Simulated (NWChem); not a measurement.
## Spin states of CH$_{3}$S

SMILES: [S]C
```xyz
5

C      0.0417     1.0933    -0.0962
S     -0.0294    -0.6858     0.0676
H      0.6020     1.5704     0.7217
H      0.5783     1.3040    -1.0387
H     -0.9608     1.5385    -0.1867
```
Charge 0, spin multiplicity 2.

Everything below was run with NWChem. All single points use one geometry, from UPBE0/def2-SVP, a minimum by its harmonic frequencies.

Basis set: def2-TZVP. The gap is E(quartet) − E(doublet) at the geometry of the doublet, so a negative value puts the higher spin lower. Open shells are unrestricted, coupled cluster uses restricted open-shell references. The quartet is the single determinant that the SCF runs reached; it need not be the lowest quartet, which in molecules with degenerate π orbitals can need several determinants.

The correlated methods keep 6 core orbitals frozen. The structure started from a generated list of species. No SCF solution was tested for a lower state. Open-shell Hartree-Fock references start from PBE0 orbitals. No row is a measurement; the coupled-cluster row has its own basis-set and correlation limits.

Problem. For the vertical doublet-quartet gap, MP2 gives 128.2 kcal/mol and HF gives 121.6 kcal/mol. What do PBE, r2SCAN, CCSD(T) give?

Solution. PBE: 121.1 kcal/mol; r2SCAN: 122.6 kcal/mol; CCSD(T): 127.6 kcal/mol.
